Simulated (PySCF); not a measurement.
**[PH2]− (phosphanide) at NEVPT2(2,2)/SBKJC (core potential)**

Aim: the energy change on altering one bond length of [PH2]− (phosphanide) at NEVPT2(2,2)/SBKJC (core potential), from 2 runs. 

The calculation is run with PySCF 2.14.0.

14 further runs of the same task are left out: 1 that didn't finish, 13 set aside as unsound or not needed.

### 1 The structure to begin with

[PH2]−: 3 atoms, total charge -1, spin state singlet. As SMILES, `[PH2-]`. The coordinates come from a GFN2-xTB relaxation.

Bond lengths: P1–H2 1.345 Å, P1–H3 1.345 Å. Angles: H2–P1–H3 91.0°.

### 2 A single-point energy at NEVPT2(2,2)/SBKJC (core potential)

Contents of calc.py:

```python
import numpy
from pyscf import gto, scf, mp, mcscf, mrpt

molecule = gto.M(
    atom='''
P      0.942822    -0.554786     0.463077
H      0.199536     1.871245     0.312050
H     -1.142339    -1.316478    -0.775128
''',
    charge=-1,
    ecp={'P': 'sbkjc'},
    max_memory=1860,
    basis='sbkjc',
    unit='bohr',
    verbose=3,
)

hf = molecule.RHF()
hf.conv_tol = 1e-10
hf.kernel()
if not hf.converged:
    hf = hf.newton().run(hf.mo_coeff, hf.mo_occ)

pt = mp.MP2(scf.addons.convert_to_uhf(hf)).run()
noons, natorbs = mcscf.addons.make_natural_orbitals(pt)
print('natural occupations', numpy.round(noons[:40], 4))
cas = mcscf.CASSCF(hf, 2, 2)
cas.fix_spin_(ss=0.0)
cas.natorb = True
cas.kernel(natorbs)
e_pt2 = mrpt.NEVPT(cas).kernel()
etot = cas.e_tot + e_pt2
print(f'total energy: {etot:.8f} hartree')
```

Run with:

```bash
$ OMP_NUM_THREADS=1 python calc.py
```

Log:

```text
converged SCF energy = -7.4287980611887
E(UMP2) = -7.47718113906497  E_corr = -0.0483830778762749
E(SCS-UMP2) = -7.48232975020652  E_corr = -0.0535316890178265
natural occupations [1.9935e+00 1.9874e+00 1.9835e+00 1.9835e+00 1.5900e-02 1.1900e-02
 1.0500e-02 6.6000e-03 4.0000e-03 1.4000e-03 1.0000e-03 8.0000e-04]
CASSCF energy = -7.43384045628408
CASCI E = -7.43384045628408  E(CI) = -0.706772603117289  S^2 = 0.0000000
Sr    (-1)',   E = -0.00000000026845
Si    (+1)',   E = -0.00000000025979
Sijrs (0)  ,   E = -0.02014264801685
Sijr  (+1) ,   E = -0.00585313248562
Srsi  (-1) ,   E = -0.00797411962538
Srs   (-2) ,   E = -0.00212791671614
Sij   (+2) ,   E = -0.00310944829788
Sir   (0)' ,   E = -0.00642851593797
Nevpt2 Energy = -0.045635781608074
total energy: -7.47947624 hartree
```

Wall time 1.1 s (1 thread of Intel Xeon Platinum 8488C (Sapphire Rapids), shared host); peak memory 0.12 GiB.

### 3 The distorted shape at the same level

Contents of calc.py:

```python
import numpy
from pyscf import gto, scf, mp, mcscf, mrpt

mol = gto.M(
    atom='P 1.206908 -2.604399 0.388905; H 0.105590 0.990220 0.165130; H 0.103488 -3.007469 -0.266325',
    max_memory=1860,
    spin=0,
    verbose=3,
    ecp={'P': 'sbkjc'},
    basis='sbkjc',
    charge=-1,
)

mf = scf.RHF(mol)
mf.conv_tol = 1e-10
mf.kernel()
if not mf.converged:
    mf = mf.newton().run(mf.mo_coeff, mf.mo_occ)

pt = mp.MP2(scf.addons.convert_to_uhf(mf)).run()
noons, natorbs = mcscf.addons.make_natural_orbitals(pt)
print('natural occupations', numpy.round(noons[:40], 4))
cas = mcscf.CASSCF(mf, 2, 2)
cas.fix_spin_(ss=0.0)
cas.natorb = True
cas.kernel(natorbs)
e_pt2 = mrpt.NEVPT(cas).kernel()
e_final = cas.e_tot + e_pt2
print('E = %.10f Eh' % e_final)
```

Run with:

```bash
$ OMP_NUM_THREADS=1 python calc.py
```

Log:

```text
converged SCF energy = -7.26101254622534
E(UMP2) = -7.33489928393631  E_corr = -0.0738867377109644
E(SCS-UMP2) = -7.34529931859102  E_corr = -0.0842867723656835
natural occupations [1.9899e+00 1.9871e+00 1.9816e+00 1.8358e+00 1.6880e-01 1.4200e-02
 1.0400e-02 4.8000e-03 4.2000e-03 1.6000e-03 1.1000e-03 7.0000e-04]
CASSCF energy = -7.35270778316848
CASCI E = -7.35270778316848  E(CI) = -0.592406691985857  S^2 = 0.0000000
Sr    (-1)',   E = -0.00000000000234
Si    (+1)',   E = 0.00000000000000
Sijrs (0)  ,   E = -0.02599722065637
Sijr  (+1) ,   E = -0.00113032727613
Srsi  (-1) ,   E = -0.00467813308985
Srs   (-2) ,   E = -0.00003544673667
Sij   (+2) ,   E = -0.00012685248102
Sir   (0)' ,   E = -0.00169310565009
Nevpt2 Energy = -0.033661085892465
E = -7.3863688691 Eh
```

Run time: 1.1 s. Hardware: 1 thread of Intel Xeon Platinum 8488C (Sapphire Rapids), shared host; peak memory 0.12 GiB.

### 4 Results

At NEVPT2(2,2)/SBKJC (core potential):

```
                                                              quantity        value
                                             first shape: total energy  -7.47948 Eh
                      first shape: HOMO energy (Hartree–Fock orbitals)     -0.70 eV
                      first shape: LUMO energy (Hartree–Fock orbitals)     11.09 eV
    first shape: HOMO–LUMO gap (to an unbound level, set by the basis)     11.79 eV
                                         distorted shape: total energy  -7.38637 Eh
                  distorted shape: HOMO energy (Hartree–Fock orbitals)     -1.08 eV
                  distorted shape: LUMO energy (Hartree–Fock orbitals)      4.23 eV
distorted shape: HOMO–LUMO gap (to an unbound level, set by the basis)      5.30 eV
     energy change with the P1–H2 bond stretched from 1.345 to 3.766 Å     2.534 eV
```

What this shows: With the P1–H2 bond stretched from 1.345 to 3.766 Å the energy rises by 2.53 eV (58 kcal/mol). The first shape isn't relaxed at this level, so the change isn't measured from a minimum. Mulliken charges (first shape) of the mean-field density run from -0.72 on P1 to -0.14 on H2; they depend strongly on the basis.
